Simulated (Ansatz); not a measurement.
Species: C$_{2}$H$_{3}$O, charge 0, multiplicity 2. It need not be the lowest isomer of its formula. 
Geometry from a B3LYP-D3(BJ)/def2-TZVP (Ansatz, a program for electronic structure) optimisation:
SMILES: [CH]1CO1
```xyz
6

C     -0.0023     0.7447    -0.3759
O      0.0458     0.0944     0.8207
C      0.0483    -0.6990    -0.4192
H     -0.7822     1.4623    -0.6108
H     -0.8485    -1.2960    -0.5529
H      0.9884    -1.1956    -0.6312
```
Charge 0, spin multiplicity 2.

Basis-set convergence of Hartree-Fock and MP2 correlation energies (hartree) with Ansatz. Valence correlation only, unless marked. Open shells are spin-unrestricted. No spin-orbit coupling. No relativistic terms.

| basis | functions | E(HF) | E(corr, MP2) |
|---|---|---|---|
| cc-pVDZ | - | -152.23859 | -0.43343 |
| cc-pVTZ | 132 | [?] | [?] |

Problem. What belongs in the gaps?

Solution. 
- cc-pVTZ, E(HF): -152.28576
- cc-pVTZ, E(corr, MP2): -0.54064
